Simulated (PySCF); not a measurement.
Compound: C₂H₂O.
Geometry (PBE0-D3(BJ)/def2-SVP, Å), atoms numbered from 1 in this order:
```
atom  x, y, z in Å
C1    -0.5417    0.0235    0.0295
C2     0.7701   -0.0320   -0.0423
O3     1.9281   -0.0806   -0.1049
H4    -1.0417    0.9921    0.0494
H5    -1.1147   -0.9029    0.0683
```

Theory: core-valence-separated Tamm–Dancoff BHandHLYP/aug-pcX-1 (pcseg-1 on H) in PySCF, non-relativistic, gas phase, PBE0-D3(BJ)/def2-SVP geometry. The energies are unshifted.

(1) List the oxygen K-edge absorption lines.

(2) List the carbon K-edge absorption lines.

Answers

(1) 
```json
{"E (eV)": "530.27", "f": "0.0481", "core hole on": "O3", "main final orbital": "LUMO (92 %)", "polarisation": "in plane"}
{"E (eV)": "534.11", "f": "0.0309", "core hole on": "O3", "main final orbital": "LUMO+4 (40 %)", "polarisation": "out of plane"}
{"E (eV)": "535.00", "f": "0.0018", "core hole on": "O3", "main final orbital": "LUMO+1 (54 %)", "polarisation": "in plane"}
{"E (eV)": "536.58", "f": "0.0038", "core hole on": "O3", "main final orbital": "LUMO+2 (49 %)", "polarisation": "in plane"}
{"E (eV)": "536.73", "f": "0.0008", "core hole on": "O3", "main final orbital": "LUMO+3 (80 %)", "polarisation": "–"}
{"E (eV)": "536.97", "f": "0.0018", "core hole on": "O3", "main final orbital": "LUMO+5 (55 %)", "polarisation": "out of plane"}
{"E (eV)": "537.71", "f": "0.0036", "core hole on": "O3", "main final orbital": "LUMO+6 (72 %)", "polarisation": "in plane"}
```

The first line with a tenth or more of the strongest one's intensity is at 530.27 eV (f = 0.048), with the hole on O3 (oxygen bonded to C), polarised in plane. It is also the strongest listed.

(2) 
| E (eV) | f | core hole on | main final orbital | polarisation |
| --- | --- | --- | --- | --- |
| 283.80 | 0.0700 | C2 | LUMO (92 %) | in plane |
| 283.85 | 0.0159 | C1 | LUMO (98 %) | in plane |
| 284.87 | 0.0443 | C1 | LUMO+8 (42 %) | out of plane |
| 285.69 | 0.0013 | C1 | LUMO+1 (89 %) | in plane |
| 286.73 | 0.0827 | C2 | LUMO+4 (47 %) | out of plane |
| 286.75 | 0.0263 | C1 | LUMO+3 (84 %) | in plane |
| 287.02 | 0.0137 | C1 | LUMO+2 (84 %) | in plane |
| 287.40 | 0.0119 | C1 | LUMO+4 (76 %) | out of plane |
| 288.18 | 0.0091 | C1 | LUMO+6 (49 %) | in plane |
| 288.82 | 0.0023 | C1 | LUMO+7 (90 %) | in plane |

The first line with a tenth or more of the strongest one's intensity is at 283.80 eV (f = 0.070), with the hole on C2 (central carbon of a ketene), polarised in plane. The strongest listed is at 286.73 eV (f = 0.083; C2).

Roots within 0.03 eV whose holes lie on the same, on equivalent or on shared atoms are summed into one line, and the highest roots are left out, as the search may have cut off their partners. Final orbitals are the ground state's empty Kohn–Sham orbitals. A dash: too weak, shared between unlike atoms, or no plane or axis to refer to.

Problem. What length of transition dipole belongs to the line at 530.27 eV?

Solution. From f = (2/3) ΔE |μ|² in atomic units, with ΔE = 19.487 Eh and f = 0.0481: |μ| = 0.061 au = 0.15 D.

The ionisation thresholds weren't computed; near and above them a finite basis only mimics Rydberg series and continuum.
